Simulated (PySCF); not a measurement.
Compound: Cl2.
SMILES: `ClCl`

Computed with PBE/def2-TZVP geometry optimisation, gas phase (PySCF).

Take the most abundant isotopes and a rigid rotor. 

(1) What are the moment of inertia and the rotational constant?

(2) List the first levels of a rigid rotor in a Σ state.

(3) Has it a pure rotational spectrum?

(4) Estimate the classical rotational partition function at 10 K, 50 K and 200 K.

## Answers

(1) I = 70.560 u·Å², B = 505379 MHz·u·Å²/I = 7162 MHz (0.2389 cm⁻¹, or 0.344 K as hB/k). For two atoms I = μr² with μ = 17.4844 u and r = 2.0089 Å.

(2) E(J) = BJ(J+1): J = 1: 0.478, J = 2: 1.433, J = 3: 2.867, J = 4: 4.778, J = 5: 7.167, J = 6: 10.034 cm⁻¹.

(3) Not by electric dipole: D∞h allows no dipole (computed 0.00 D). Rotational Raman lines (ΔJ = 2) lie at B(4J + 6), spaced by 4B = 0.956 cm⁻¹, with nuclear-spin weights that differ between even and odd J.

(4) Point group D∞h, symmetry number σ = 2; q = kT/(σhB), k/h = 20836.6 MHz/K: 14.5 at 10 K, 72.7 at 50 K, 291 at 200 K.

PBE/def2-TZVP frequencies: not computed here. Zero-point vibration and centrifugal distortion are left out.
